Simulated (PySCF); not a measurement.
# C₂H₂FO−: geometry, NMR shifts, spin-spin couplings, electronic excitations and core binding energies

Aim: predict the NMR shifts, spin-spin couplings, electronic excitations and core binding energies of C₂H₂FO− (`C=C([O-])F`).

The runs use PySCF 2.14.0, with density-fitted response routines of our own; the level of theory stands in each step. All values are computed, except where a source is named. Atoms count from 0, in the outputs and in this text.

### 1 Starting geometry

6 atoms, charge -1, multiplicity 1; geometry from: GFN2-xTB.

Bonds of the start (Å): C0–C1 1.34, C1–O2 1.22, C1–F3 1.51, C0–H4 1.08, C0–H5 1.08.

### 2 Geometry optimisation at PBE0-D3(BJ)/def2-SVP

What the job is given:

```
{"job": {"xc": "PBE0", "basis": "def2-SVP", "d3": "d3bj", "grid": 1, "kind": "geom"}, "charge": -1, "multiplicity": 1}
C     -0.721144    -0.083043     0.001798
C      0.619973    -0.098397     0.007437
O      1.499177    -0.945066     0.087273
F      1.152791     1.304246    -0.118549
H     -1.279603     0.832190    -0.082899
H     -1.268071    -1.007940     0.083364
```

**Question.** This job is followed by: GIAO PBE0/pcSseg-1 NMR shielding, non-relativistic, gas phase; B3LYP/pcJ-1 indirect spin-spin coupling, non-relativistic, gas phase; TDDFT wB97X-D/def2-SVPD, vertical, gas phase, core orbitals frozen in the response; GIAO CAM-B3LYP/pcSseg-2 NMR shielding, non-relativistic, gas phase; delta-SCF UKS SCAN, pcX-2 on the ionised atom, pcseg-1 elsewhere, spin-free X2C. Predict these results of the whole session: point group; rotational constants (main isotopes); 13C shifts against TMS (PBE0/pcSseg-1); 1H shifts against TMS (PBE0/pcSseg-1); 17O shifts against H2O (PBE0/pcSseg-1); 19F shifts against CFCl3 (PBE0/pcSseg-1); largest coupling of the table (B3LYP/pcJ-1); lowest singlet (wB97X-D/def2-SVPD); brightest single state of those computed; lowest triplet; vertical ionisation energy (ΔSCF); C1s binding energies, SCAN/pcX-2 (standing for 1 of 2 atoms); O1s binding energies, SCAN/pcX-2; F1s binding energies, SCAN/pcX-2; range of the shift of C1.

As calculated:

| quantity | value |
| --- | --- |
| point group | Cs |
| rotational constants (main isotopes) | 11.10, 10.74, 5.46 GHz |
| 13C shifts against TMS (PBE0/pcSseg-1) | 169.7, 24.8 ppm |
| 1H shifts against TMS (PBE0/pcSseg-1) | 1.12, 0.62 ppm |
| 17O shifts against H2O (PBE0/pcSseg-1) | 255.7 ppm |
| 19F shifts against CFCl3 (PBE0/pcSseg-1) | -25.5 ppm |
| largest coupling of the table (B3LYP/pcJ-1) | 1J(C,F) C1–F3, -325.0 Hz |
| lowest singlet (wB97X-D/def2-SVPD) | 4.38 eV (283 nm), f = 0.036 |
| brightest single state of those computed | state 3, 6.05 eV, f = 0.232 |
| lowest triplet | 4.35 eV |
| vertical ionisation energy (ΔSCF) | 2.32 eV |
| C1s binding energies, SCAN/pcX-2 (standing for 1 of 2 atoms) | C0 283.65 eV |
| O1s binding energies, SCAN/pcX-2 | O2 530.93 eV |
| F1s binding energies, SCAN/pcX-2 | F3 685.96 eV |
| range of the shift of C1 | 169.7 to 181.3 ppm |

In words: The optimisation took 6 steps and gained 0.085 eV; among the close pairs (by a distance rule), C1–F3 changed most, from 1.506 to 1.429 Å. No frequency check was run at this level, so the end point may be a saddle. At PBE0/pcSseg-1: Shielding is most anisotropic at F3 (span 296 ppm, paramagnetic term -278 ppm). In the run at B3LYP/pcJ-1, the largest coupling of the table is C1–F3, -325.0 Hz, of which the Fermi-contact term gives -330.3 Hz. The lowest singlet, at 4.38 eV, is HOMO→LUMO 0.96 and is weak; of the 10 states computed, the strongest absorption comes from state 3 at 6.05 eV. The lowest triplet lies 0.03 eV below the lowest singlet (triplets in Tamm-Dancoff, singlets in full TDDFT). In the gas-phase run even the lowest singlet lies above the computed detachment energy of this anion, so its states are not to be taken as bound. At wB97X-D/def2-SVPD, all states lie near or above the ionisation energy, where they hang on the basis. The orbital energy would give 1.90 eV for ionisation, ΔSCF gives 2.32 eV. Across the 2 runs the shift of C1 moves most, between 169.7 (PBE0/pcSseg-1) and 181.3 ppm (CAM-B3LYP/pcSseg-2). At PBE0/pcSseg-1 the HOMO lies above zero (+0.31 eV), as often for anions in the gas phase: self-interaction error lifts it, or the electron is held by the finite basis alone; counter-ions and solvent are missing.
